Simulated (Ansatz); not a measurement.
**Iron, bcc: convergence with the plane-wave cutoff**

Computed with Ansatz, PBE, scalar-relativistic PAW, on the relaxed cell (a = 2.833 Å; ferromagnetic, net 2.16 μB per atom). Errors count from a run at 420 eV on a Γ-centred 25×25×25 mesh with Fermi-Dirac smearing of 0.05 eV, extrapolated to zero width. Fixed here: mesh 15×15×15, Fermi-Dirac width 0.05 eV. The pressure holds a Pulay correction and is unreliable far below the recommended cutoff.

| cutoff (eV) | E(σ→0) error (meV/atom) | P (GPa) | sphere moment (μB) | SCF iterations |
| --- | --- | --- | --- | --- |
| 150 | 77984.0 | -26.72 | 0.00 | 17 |
| 200 | 16344.0 | -7.02 | 2.72 | 11 |
| 250 | 2920.4 | 19.40 | 2.45 | 15 |
| 300 | 392.5 | 4.85 | 2.23 | 10 |
| 350 | 28.9 | 0.32 | 2.23 | 10 |
| 420 | -0.9 | 0.00 | 2.23 | 10 |
| 500 | -3.2 | -0.02 | 2.23 | 11 |
| 600 | -4.4 | -0.03 | 2.23 | 11 |
| 800 | -4.8 | -0.04 | 2.23 | 11 |

Within 5 meV/atom of the last row: from 420 eV on.
